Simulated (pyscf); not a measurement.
One addition across a multiple bond or ene-type step on the singlet surface with elements of a group swapped. CCSD(T)/def2-TZVPP + ΔMP2(QZVPP), kcal/mol, from the separated reactants. Structures and frequencies: ωB97X-D3(BJ)/def2-SVP in PySCF. Correlated levels are frozen-core, on RHF or UHF. ΔMP2 is the change of the MP2 total energy from the triple- to the quadruple-zeta basis.

```json
[
 {"step": "O=Ge=O + HF -> O=Ge(OH)–F", "barrier": "-3.8", "reaction energy": "-49.5", "imaginary mode (i cm⁻¹)": "448"},
 {"step": "O=Ge=O + HCl → O=Ge(OH)–Cl", "barrier": "…", "reaction energy": "…", "imaginary mode (i cm⁻¹)": "376"}
]
```

Q: Some entries are withheld; supply them.

A: 
- O=Ge=O + HCl → O=Ge(OH)–Cl, barrier: -1.9
- O=Ge=O + HCl → O=Ge(OH)–Cl, reaction energy: -53.8

Row 1: On the reactant side the descent ends in a bound adduct, 9.7 kcal/mol under the separated species and 1.5 kcal/mol under the saddle at ωB97X-D3(BJ)/def2-TZVP. Row 2: On the reactant side the descent ends in a bound adduct, 8.0 kcal/mol under the separated species and 2.0 kcal/mol under the saddle at ωB97X-D3(BJ)/def2-TZVP. Each row is the saddle that its search found. The CCSD(T) − MP2 part came from Ansatz, without density fitting, on the same reference. The frozen core leaves the outer d or s,p core shells of the metals and heavy elements correlated in the MP2 and CC values, and def2-TZVPP describes them poorly, which can shift differences by a few kcal/mol. Elements up to Kr have no core potential and no relativistic terms here.
